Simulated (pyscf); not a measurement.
F–SiH₃ (SMILES F[SiH3]) + H₂O (SMILES O) -> HO–SiH₂–F (SMILES O[SiH2]F) + H₂ (SMILES [H][H]), a four-centre exchange (singlet surface; H–Si, H–O broken, O–Si, H–H formed). Single points on ωB97X-D3(BJ)/def2-SVP structures (PySCF, gas phase). Energies in kJ/mol from the separated reactants.

Small-basis levels: PySCF, no dispersion term, spherical d functions. 

**Question.** In single points B3LYP/6-31G* puts the saddle at 128.8 kJ/mol and the reaction energy at -104.6 kJ/mol. Should these be trusted to within a few kcal/mol? Compare with ωB97M-D3(BJ)/def2-TZVP.

**Answer.** ωB97M-D3(BJ)/def2-TZVP gives ΔE‡ = 118.2 kJ/mol and ΔE = -95.9 kJ/mol. B3LYP/6-31G* lies 10.6 kJ/mol over it in the barrier and 8.7 kJ/mol under it in the reaction energy, so on this step it holds to within 12.6 kJ/mol. ωB97M-D3(BJ)/def2-TZVP has limits of its own. One saddle was located; it need not be the lowest between these sides.
